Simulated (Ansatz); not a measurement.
What each rung costs, and what it gives

Saddle point of CH3ClF (charge -1), singlet ([CH₃F ([CH3][F]) + Cl]⁻ → [CH₃Cl ([CH3][Cl]) + F]⁻; bonds formed: C2–Cl3; bonds broken: F1–C2), PBE0-D4/def2-TZVPD structure:

```xyz
6
angstrom
F -1.1030 1.0307 1.3021
C 0.0372 -0.0348 -0.0439
Cl 1.1911 -1.1129 -1.4061
H -0.9179 -0.4474 -0.3077
H 0.2810 0.9488 -0.3975
H 0.5116 -0.3844 0.8533
```

Barriers are electronic and count from the start structure reached by relaxing down the imaginary mode.

Computed with Ansatz 0.2.0 (basis: as named in each row); correlated methods freeze the cores. B3LYP uses VWN-RPA correlation. Extrapolation: Hartree–Fock as exp(−7.88 √X), correlation as X^−2.97.

Times are rough, for one single point on 2 threads of a shared host (Arm Neoverse V2).

The estimate by CCSD(T) at an estimated basis limit (MP2 extrapolated from triple and quadruple zeta, plus CCSD(T) − MP2 in triple zeta) is 29.57 kcal/mol.

| method | basis | time (s) | barrier (kcal/mol) | method less estimate |
| --- | --- | --- | --- | --- |
| HF | STO-3G | under 1 | 127.80 | 98.24 |
| PBE-D4 | STO-3G | under 1 | 65.78 | 36.21 |
| SPW92 | def2-SVP | under 1 | 28.35 | -1.22 |
| B3LYP-D4 | 6-31G | under 1 | 37.02 | 7.45 |
| PBE-D4 | def2-SVP | under 1 | 28.27 | -1.30 |
| PBE0-D4 | def2-SVP | under 1 | 34.38 | 4.81 |
| CCSD(T) | def2-SVP | under 1 | 37.59 | 8.03 |
| SPW92 | def2-TZVPPD | under 1 | 21.23 | -8.34 |
| PBE-D4 | def2-TZVPPD | 2 | 20.84 | -8.72 |
| BLYP-D4 | def2-TZVPPD | 2 | 20.10 | -9.47 |
| PBE0-D4 | def2-TZVPPD | 2 | 27.71 | -1.86 |
| BHLYP-D4 | def2-TZVPPD | 2 | 32.32 | 2.75 |
| B3LYP-D4 | def2-TZVPPD | 2 | 25.84 | -3.72 |
| CAM-B3LYP-D4 | def2-TZVPPD | 3 | 28.95 | -0.61 |
| wB97M-V | def2-SVP | 3 | 36.66 | 7.09 |
| r2SCAN-D4 | def2-TZVPPD | 4 | 24.45 | -5.12 |
| PBE-QIDH | def2-TZVPPD | 4 | 30.54 | 0.97 |
| RPA on PBE | def2-TZVPPD | 4 | 26.86 | -2.71 |
| r2SCAN0-D4 | def2-TZVPPD | 4 | 29.55 | -0.02 |
| B2PLYP | def2-TZVPPD | 4 | 26.91 | -2.65 |
| wB97X-V | def2-TZVPPD | 6 | 30.16 | 0.59 |
| B97M-V | def2-TZVPPD | 7 | 27.86 | -1.71 |
| wB97M-V | def2-TZVPPD | 7 | 29.39 | -0.18 |
| MP2 | def2-QZVPPD | 11 | 29.15 | -0.42 |
| CCSD(T) | def2-TZVPPD | 46 | 29.27 | -0.30 |

All methods are single points on the PBE0-D4 structures.

T1 diagnostic: at most 0.019.

Labels in which every atom is bracketed show which atoms are joined, not bond orders.
